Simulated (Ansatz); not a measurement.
in.yaml

```yaml
crystal:
  periodic: [false, false, false]
  atoms:
    - {symbol: H, position_ang: [0.000000, 0.000000, -1.236667]}
    - {symbol: H, position_ang: [0.000000, 0.000000, -0.405667]}
    - {symbol: Br, position_ang: [0.000000, 0.000000, 1.642333]}
basis:
  gaussian: {orbitals: cc-pVDZ}
magnetization: {spin_polarized: true, initial_magnetization: 1}
correlation: {method: ccsdt_q, electrons: outside_noble_gas}
```

```sh
$ ansatz run in.yaml --threads 1 --pin off --events-out ev --progress --plain --max-ram 4096MiB --backend cpu
```

Output:

```
643 factors; integrals over basis functions are off by at most 1.3e-7 eV
mean field evaluation 1: about -70027.2471 eV, gradient 6.6e0 eV
mean field evaluation 2: about -70027.2478 eV, gradient 6.6e0 eV
mean field evaluation 4: about -70027.9338 eV, gradient 1.0e0 eV
mean field evaluation 8: about -70027.9546 eV, gradient 5.2e-4 eV
mean field evaluation 16: about -70027.9536 eV, gradient 1.3e-1 eV
mean field evaluation 32: about -70027.6767 eV, gradient 3.8e0 eV
mean field evaluation 64: about -70027.6229 eV, gradient 1.7e0 eV
mean field evaluation 96: about -70027.6464 eV, gradient 3.7e-2 eV
mean field -70027.95457902 eV, -2573.4798641266 hartree, gradient 1.0e-6 eV, S^2 0.764362; 7 other end points of the search recorded, 0 dependent functions left out
determinant -70027.95457902 eV, -2573.4798641266 hartree, with singles and doubles -70031.96079034 eV, -2573.6270896772 hartree
determinant -70027.64645394 eV, -2573.4685407389 hartree, with singles and doubles -70031.62857819 eV, -2573.6148811059 hartree
determinant -70027.95457902 eV, -2573.4798641266 hartree, with singles and doubles -70031.96078334 eV, -2573.6270894196 hartree
determinant -70027.64645394 eV, -2573.4685407389 hartree, with singles and doubles -70031.62857422 eV, -2573.6148809598 hartree
14 core orbitals not correlated: weight in the atoms' cores, before any rotation towards them, 1.000 or more for the frozen orbitals, at most 0.000 for the correlated occupied ones
reference -70027.95457902 eV, -2573.4798641266 hartree; 5, 4 occupied and 18, 19 virtual orbitals, 643 factors
second order -3.38709724 eV of doubles, -0.00000000 eV of singles
cycle   1  -3.85043372 eV  change   -4.6e-1 eV  update   4.6e-2
cycle   2  -4.03049633 eV  change   -1.8e-1 eV  update   1.8e-2
cycle   3  -4.04739625 eV  change   -1.7e-2 eV  update   6.1e-3
cycle   4  -4.04860246 eV  change   -1.2e-3 eV  update   2.9e-3
cycle   5  -4.04858254 eV  change    2.0e-5 eV  update   1.4e-3
cycle   6  -4.04885055 eV  change   -2.7e-4 eV  update   5.5e-4
cycle   7  -4.04893782 eV  change   -8.7e-5 eV  update   2.6e-4
cycle   8  -4.04891042 eV  change    2.7e-5 eV  update   8.5e-5
cycle   9  -4.04890139 eV  change    9.0e-6 eV  update   2.1e-5
cycle  10  -4.04890244 eV  change   -1.1e-6 eV  update   7.4e-6
cycle  11  -4.04890395 eV  change   -1.5e-6 eV  update   3.1e-6
cycle  12  -4.04890265 eV  change    1.3e-6 eV  update   8.9e-7
cycle  13  -4.04890226 eV  change    3.9e-7 eV  update   3.2e-7
perturbative correction -0.00426383 eV, -0.0001566929 hartree
Total energy: -70032.00774511 eV, -2573.6288152331 hartree
```

Ran on 1 thread of AMD EPYC 7R13, shared host: 5.5 s wall, 0.16 GiB peak host memory.
